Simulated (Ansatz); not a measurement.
Ansatz (a quantum-chemistry and plane-wave program) input:

Ansatz 0.2 input:
```yaml
crystal:
  periodic: [false, false, false]
  atoms:
    - {symbol: C, position_ang: [0.08837911, 0.08579245, 0.08813120]}
    - {symbol: H, position_ang: [-0.59583251, -0.58847006, 0.64981294]}
    - {symbol: H, position_ang: [0.64811021, -0.59179503, -0.59439216]}
    - {symbol: H, position_ang: [-0.58255235, 0.66551036, -0.58420799]}
basis:
  gaussian:
    orbitals: def2-TZVP
hamiltonian:
  xc: b3lyp
  dispersion: d3bj
total_charge: -1
phonons: {temperatures: {t_min: 298.15, t_max: 298.15, t_step: 100}}
```

### Question
What final total energy does it print?

### Answer
-39.84917 Eh (B3LYP-D3(BJ)/def2-TZVP). The basis has 49 functions.

Whether it binds its extra electron was not tested at this geometry.
